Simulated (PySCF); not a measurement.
Two species compared at the same levels of theory.

First species: C₃H₆F₃PSi.
SMILES: `CP([SiH3])C(F)=C(F)F`

Second species: streptocyanine-3, C₃H₇N₂ (charge +1).
Z-matrix (Å and degrees, GFN2-xTB geometry), rows numbered from 1:
```
N 
C   1  1.3122
C   2  1.3830  1  124.42
C   3  1.3829  2  121.72  1   180.00
N   4  1.3122  3  124.47  2   179.99
H   1  1.0089  2  121.72  3  -180.00
H   1  1.0113  2  120.85  3     0.06
H   2  1.0839  1  116.51  3   179.98
H   3  1.0812  2  119.15  1    -0.02
H   4  1.0839  3  119.13  2    -0.03
H   5  1.0089  4  121.62  3   179.97
H   5  1.0113  4  120.89  3    -0.01
```

Levels: B3LYP/def2-SVPD for HOMO energy, LUMO energy, HOMO–LUMO gap, static isotropic polarisability and electronic spatial extent ⟨r²⟩ about the centre of nuclear charge; TDDFT B3LYP/def2-SVPD for lowest singlet excitation; TDA B3LYP/def2-SVPD for lowest triplet excitation (Tamm–Dancoff); GFN2-xTB for rotational constant A and rotational constant C. Geometries: GFN2-xTB. Each species is one conformer at its optimised geometry, gas phase, non-relativistic unless stated. Electronic properties by PySCF.

The conformers computed, where there is a choice (atom-mapped SMILES and torsion angles):
- `[CH3:1][P:2]([SiH3:3])[C:4]([F:5])=[C:6]([F:7])[F:8]`: C1–P2–C4–F5 -28°
- `[NH2:1]/[CH:2]=[CH:3]/[CH:4]=[NH2+:5]`: C2–C3–C4–N5 180°, H–N1–C2–C3 180°, H–N1–C2–C3 0°

Values for the first species:

| Quantity | Value |
| --- | --- |
| HOMO energy | -6.79 eV |
| LUMO energy | -0.65 eV |
| HOMO–LUMO gap | 6.14 eV |
| Lowest singlet excitation | 5.37 eV |
| Lowest triplet excitation (Tamm–Dancoff) | 4.15 eV |
| Static isotropic polarisability | 95.7 au |
| Electronic spatial extent ⟨r²⟩ about the centre of nuclear charge | 1497 bohr² |
| Rotational constant A | 2.018 GHz |
| Rotational constant C | 0.815 GHz |

**Question.** Estimate the same properties for the second species, and the change in each.

**Answer.** 
```tsv
property	first	second	second less first
HOMO energy	-6.79 eV	-11.52 eV	-4.73 eV
LUMO energy	-0.65 eV	-6.56 eV	-5.91 eV
HOMO–LUMO gap	6.14 eV	4.96 eV	-1.18 eV
lowest singlet excitation	5.37 eV	5.24 eV	-0.13 eV
lowest triplet excitation (Tamm–Dancoff)	4.15 eV	3.08 eV	-1.07 eV
static isotropic polarisability	95.7 au	58.6 au	-37.1 au
electronic spatial extent ⟨r²⟩ about the centre of nuclear charge	1497 bohr²	555 bohr²	-942 bohr²
rotational constant A	2.018 GHz	33.548 GHz	+31.530 GHz
rotational constant C	0.815 GHz	2.059 GHz	+1.244 GHz
```

On the first: The principal polarisabilities are 80.5, 93.0 and 113.5 au; their mean is the isotropic value. In wavenumbers S1 is 43300 cm⁻¹ (1 eV = 8065.54 cm⁻¹).

On the second: The vertical singlet–triplet gap S1 − T1 is 2.16 eV (TDDFT singlet less Tamm–Dancoff triplet; S1: HOMO→LUMO, weight 0.98; T1: HOMO→LUMO, weight 1.00). S1 lies 0.28 eV above the HOMO–LUMO gap; its leading configuration is HOMO→LUMO, weight 0.98.
